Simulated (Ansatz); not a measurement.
Trigonal Se, treated with rVV10 (Ansatz, a first-principles code, plane waves, PAW).

Numerical settings: plane-wave cutoff 500 eV, 12×12×6 k mesh (along the axes of the cell as run), gaussian smearing 0.02 eV, scalar-relativistic PAW data made under PBE.

Cell (relaxed at this level):

```yaml
crystal:
  lattice:
    - [2.11313, -3.66005, 0.00000]
    - [2.11313, 3.66005, 0.00000]
    - [0.00000, 0.00000, 5.18879]
  atoms:
    - { symbol: Se, position: [0.00000, 0.24026, 0.66667] }
    - { symbol: Se, position: [0.75974, 0.75974, 0.00000] }
    - { symbol: Se, position: [0.24026, 0.00000, 0.33333] }
```

### Question
Give the computed band gap.

### Answer

band gap: 0.57 eV (on the SCF k mesh)

Spin–orbit coupling is not included.

Static lattice: no zero-point or thermal effects.

Computing time: about 120 core-seconds (a rough figure).
